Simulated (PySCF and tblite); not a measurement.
Values are calculated unless marked as measured or tabulated.
C₄H₆O₂, numbered as in [CH2:1]=[CH:2][C:3](=[O:4])[O:5][CH3:6].

Conformers came from 90 starts (ETKDG and KDG, MMFF94s, GFN2-xTB); geometries are GFN2-xTB. Weights use PBE0-D3(BJ)/def2-TZVP (IEF-PCM, chloroform) energies plus GFN2-xTB zero-point and thermal terms (modes under about 100 cm⁻¹ blended into free rotors). Symmetry numbers and mirror images are counted. Conformers within 3 kcal/mol (GFN2-xTB free energy) were kept, 6 at most. GIAO shieldings: B97-2/pcSseg-1 (IEF-PCM, chloroform). Shifts are against TMS (¹H), TMS (¹³C) at the same level; of two unlike H on one atom, a is the less shielded. (PySCF 2.14, tblite 0.8.)

Problem. What shifts does this protocol give at 298.15 K under fast conformational exchange?

Solution. ¹H: 6.94 (H1a, 1H), 6.43 (H1b, 1H), 6.32 (H2, 1H), 4.01 (H6, 3H) ppm. ¹³C: 172.1 (C3), 139.8 (C1), 133.6 (C2), 54.5 (C6) ppm.

Problem. How do the conformers differ?

Solution. Torsions listed: C1–C2–C3–O5, O4–C3–O5–C6.
```json
{"conformer": "1", "shape": "180°, 0°", "weight %": "69.2"}
{"conformer": "2", "shape": "0°, 0°", "weight %": "30.8"}
```

```
signal      1      2  average
   H1a   6.98   6.84     6.94
   H1b   6.40   6.48     6.43
    H2   6.36   6.25     6.32
    H6   4.01   4.01     4.01
    C1  139.9  139.5    139.8
    C2  133.2  134.5    133.6
    C3  172.5  171.0    172.1
    C6   54.5   54.4     54.5
```

The minima are those of GFN2-xTB; planar forms about aryl–S or allylic bonds may be saddles in DFT. Shifts are unscaled: against experiment ¹³C can be off by 15 ppm or more and ¹H by 0.8 ppm.
